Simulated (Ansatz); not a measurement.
Abridged output of a molecular run in Ansatz:

```
Functional definition: HF
1299 factors; integrals over basis functions are off by at most 9.6e-4 eV
mean field evaluation 1: about -7339.6301 eV, gradient 3.6e1 eV
mean field evaluation 2: about -7339.9120 eV, gradient 3.6e1 eV
mean field evaluation 4: about -7342.9660 eV, gradient 3.7e0 eV
mean field evaluation 8: about -7343.0194 eV, gradient 3.1e-1 eV
mean field -7343.02008611 eV, -269.8510108869 hartree, gradient 6.8e-6 eV, S^2 0.000000; 0 other end points of the search recorded, 0 dependent functions left out
5 core orbitals not correlated: weight in the atoms' cores, before any rotation towards them, 1.000 or more for the frozen orbitals, at most 0.000 for the correlated occupied ones
reference -7343.02008611 eV, -269.8510108869 hartree; 14, 14 occupied and 192, 192 virtual orbitals, 1299 factors
second order -25.38270572 eV of doubles, -0.00000000 eV of singles
cycle   1  -25.21217729 eV  change    1.7e-1 eV  update   1.1e-1
cycle   2  -25.79539727 eV  change   -5.8e-1 eV  update   3.2e-2
cycle   3  -25.93234884 eV  change   -1.4e-1 eV  update   1.6e-2
cycle   4  -25.92067756 eV  change    1.2e-2 eV  update   4.0e-3
cycle   5  -25.91929140 eV  change    1.4e-3 eV  update   1.6e-3
cycle   6  -25.92025844 eV  change   -9.7e-4 eV  update   5.5e-4
cycle   7  -25.91990317 eV  change    3.6e-4 eV  update   1.8e-4
cycle   8  -25.91978905 eV  change    1.1e-4 eV  update   7.6e-5
cycle   9  -25.91980736 eV  change   -1.8e-5 eV  update   2.7e-5
perturbative correction -1.11338993 eV, -0.0409163253 hartree
Total energy: -7370.05328341 eV, -270.8444625637 hartree
```

Its atoms:

Z-matrix (Å, degrees):
```
C
N 1 1.502
C 1 1.956 2 45.3
C 1 1.512 2 88.0 3 -3.5
H 1 1.092 2 111.4 3 -121.4
H 1 1.092 2 112.4 3 113.8
H 2 1.016 1 115.7 3 -117.1
F 3 1.313 2 123.2 1 -179.1
H 4 1.076 1 135.5 2 -167.0
```

Q: Which basis set was used?
A. def2-SVP
B. cc-pV(Q+d)Z
C. def2-SVPD
D. def2-TZVPP

A: D. It gives 211 functions.

Q: Write the keys of the input that set method, charge and spin (a neutral closed shell needs none for the last two).

A: 
```yaml
correlation: {method: ccsd_t}
```
